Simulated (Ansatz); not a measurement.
# CHPSi (triplet): from Hartree-Fock to the top rungs, cc-pVDZ

The task here is to estimate one member of a computed series from the others.

Computed with Ansatz 0.2.0, Gaussian basis. Level: cc-pVDZ, core rule «outside noble gas», up to 11 orbitals frozen.

The runs, in order: UHF; CCSD(T) on ROHF; CCSD(T) on UHF; BCCD(T) on ROHF; CISD; CCSDT(Q) on ROHF; CCSDT(Q) on UHF; CASSCF and NEVPT2, 10 electrons in 10 orbitals.

26 further runs of the same task are left out: 9 that didn't finish, 17 set aside as unsound or not needed.

### The geometry

The geometry is a PBE0/def2-TZVP stationary point (not a proven minimum).

4 atoms, charge 0, spin multiplicity 3.

Atoms are counted from 1 here; the program's logs count them from 0.

Bond lengths: C1–P2 1.665 Å, C1–Si3 1.735 Å, P2–H4 1.429 Å. Angles: P2–C1–Si3 173.1°, C1–P2–H4 97.1°.

Set-up of the first run:

in.yaml reads:

```yaml
crystal:
  periodic: [false, false, false]
  atoms:
    - {symbol: C, position_ang: [0.000000, -0.067716, -0.064015]}
    - {symbol: P, position_ang: [0.000000, 0.084627, 1.593591]}
    - {symbol: Si, position_ang: [0.000000, -0.017314, -1.798234]}
    - {symbol: H, position_ang: [0.000000, -1.311212, 1.898587]}
basis:
  gaussian: {orbitals: cc-pVDZ}
magnetization: {spin_polarized: true, initial_magnetization: 2}
hamiltonian: {xc: hf}
output: {orbitals: {seedname: orbitals}}
```

Run with:

```console
ansatz run in.yaml --threads 1 --pin off --events-out ev --progress --plain --max-ram 2393MiB
```

Steps of the session up to this table: UHF; CCSD(T) on ROHF; CCSD(T) on UHF; BCCD(T) on ROHF; CISD; CCSDT(Q) on ROHF; CCSDT(Q) on UHF; CASSCF and NEVPT2, 10 electrons in 10 orbitals.

One table of the session follows, with a row left open; its other results are not shown here.

| method | from RCCSDT(Q) (meV) |
| --- | --- |
| ROHF | +9782.7 |
| UHF | +9353.7 |
| RMP2 | +1569.3 |
| UMP2 | +1872.5 |
| CISD | +1681.0 |
| RCCSD | +553.2 |
| UCCSD | +533.1 |
| RCCSD(T) | +94.1 |
| UCCSD(T) | +105.7 |
| BCCD(T) | +92.4 |
| RCCSDT | +42.9 |
| UCCSDT | +39.2 |
| RCCSDT(Q) | 0 |
| UCCSDT(Q) | ? |
| CASSCF frontier | +6953.9 |
| NEVPT2 frontier | +1599.6 |

**Question.** Estimate the row for UCCSDT(Q).

The run gave: from RCCSDT(Q) (meV): -5.7. In the column «from RCCSDT(Q) (meV)» it is the lowest.

With the free atoms at the same levels and basis (separate runs), the atomisation energy is 10.199 eV at RCCSDT(Q), 10.136 eV at RCCSD(T), 10.122 eV at UCCSD(T), 6.675 eV at ROHF.

Caveats from the session: Restricted and unrestricted rows rest on different reference determinants; where their highest levels disagree by more than a few hundredths of an eV, they describe different states and don't form one ladder.
